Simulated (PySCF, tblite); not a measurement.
# CH7O2+, a complex of two parts: NMR shifts, interaction energy, spin-spin couplings and core binding energies

Wanted: the NMR shifts, interaction energy, spin-spin couplings and core binding energies for `C[OH2+]` with `O`.

Programs: tblite 0.8.0 and PySCF 2.14.0. All values are calculated, for the isolated system unless a continuum is named. Atoms count from 0, parts from 1.

### 1 The system as given

10 atoms, charge 1, multiplicity 1; geometry: rigid parts in contact. Parts: 1 = atoms 0–6, `C[OH2+]`, charge 1; 2 = atoms 7–9, `O`, charge 0.

### 2 Bringing the parts together with GFN2-xTB

Job settings and geometry (Å):

```
{"job": {"kind": "dock", "xc": "GFN2-xTB", "basis": "xTB"}, "charge": 1, "multiplicity": 1, "parts": [{"atoms": "0-6", "charge": 1, "multiplicity": 1}, {"atoms": "7-9", "charge": 0, "multiplicity": 1}]}
C     -0.583685    -0.032057     0.000686
O      0.845939     0.080581    -0.289033
H     -0.968291    -0.882078    -0.560325
H     -0.773083    -0.166329     1.064725
H     -1.066549     0.875862    -0.357218
H      1.317147    -0.739031    -0.023089
H      1.228522     0.863051     0.164255
O      2.419156     1.128138     2.149118
H      3.259322     1.564759     1.996274
H      2.342861     0.981960     3.094087
```

Method: GFN2-xTB search for minima from random contacts, gas phase.

Started as:

```
> OMP_NUM_THREADS=1 python cluster_run.py task.json out
```

One launch serves the whole session: the jobs run in the order shown.

**Question.** The jobs that follow are: PBE0-D3(BJ)/def2-SVPD geometry optimisation, gas phase; GIAO PBE0/pcSseg-2 NMR shielding, non-relativistic, gas phase; wB97M-D3(BJ)/def2-TZVPD interaction energy, counterpoise and uncorrected, gas phase; PBE0-D3(BJ)/def2-TZVPD interaction energy, counterpoise and uncorrected, gas phase; B3LYP/pcJ-1 indirect spin-spin coupling, non-relativistic, gas phase; delta-SCF UKS SCAN, pcX-2 on the ionised atom, pcseg-1 elsewhere, spin-free X2C. Predict: binding energy (GFN2-xTB); point group; rotational constants (main isotopes); shieldings of C, H (PBE0/pcSseg-2); largest proton shift on binding; interaction energy, counterpoise (wB97M-D3(BJ)/def2-TZVPD); superposition error; binding energy (with deformation); largest coupling of the table (B3LYP/pcJ-1); O1s binding energies, SCAN/pcX-2; C1s binding energies, SCAN/pcX-2.

As calculated:

| quantity | value |
| --- | --- |
| binding energy (GFN2-xTB) | -27.30 kcal/mol (rough: tight binding is poor for bare ions) |
| point group | C1 |
| rotational constants (main isotopes) | 32.31, 4.59, 4.22 GHz |
| shieldings of C, H (PBE0/pcSseg-2) | C0 121.5, H6 13.7, H2 26.8, H4 26.9, H3 27.0, H5 27.1, H8 27.4, H9 27.5 ppm and more |
| largest proton shift on binding | H6, +11.90 ppm |
| interaction energy, counterpoise (wB97M-D3(BJ)/def2-TZVPD) | -33.70 kcal/mol |
| superposition error | 0.15 kcal/mol |
| binding energy (with deformation) | -27.89 kcal/mol |
| largest coupling of the table (B3LYP/pcJ-1) | $^{1}J$(C,H) C0–H2, 166.4 Hz |
| O1s binding energies, SCAN/pcX-2 | O1 547.30, O7 546.33 eV |
| C1s binding energies, SCAN/pcX-2 | C0 298.55 eV |
| range of the interaction energy over the runs of this table | -35.52 to -33.70 kcal/mol |

**Reading.** In the one minimum found, at its xTB geometry, the leading contact, judged by the atoms' radii, is H6···O7 (hydrogen bond, 1.39 Å). A later relaxation moves these distances. The start of the PBE0/def2-SVPD relaxation was shaken at random by about 0.01 Å, so part of the energy gained, and of the first lengths quoted, undoes that. The optimisation took 16 steps and gained 0.163 eV; among the close pairs (by a distance rule), O1–H6 changed most, from 1.114 to 1.075 Å. Hydrogens of an XH3 group are listed apart at this fixed geometry; free rotation makes them one line at their mean. On binding (GIAO PBE0/pcSseg-2 NMR shielding, non-relativistic, gas phase), H6 moves most among the protons, 11.90 ppm downfield. The attractive terms split as electrostatic 49 %, orbital 49 %, dispersion 2 %, against 38.73 kcal/mol of Pauli repulsion. Of the pairs tabulated at B3LYP/pcJ-1, C0–H2 couples most strongly (166.4 Hz; Fermi contact 165.7 Hz). At SCAN/pcX-2: O1 (oxygen bonded to C, 2 H) binds its O1s electron 0.97 eV more tightly than O7 (oxygen bonded to 2 H). Binding moves the O1s level of O7 by +6.57 eV. The interaction energy runs from -35.52 (PBE0-D3(BJ)/def2-TZVPD) to -33.70 kcal/mol (wB97M-D3(BJ)/def2-TZVPD).
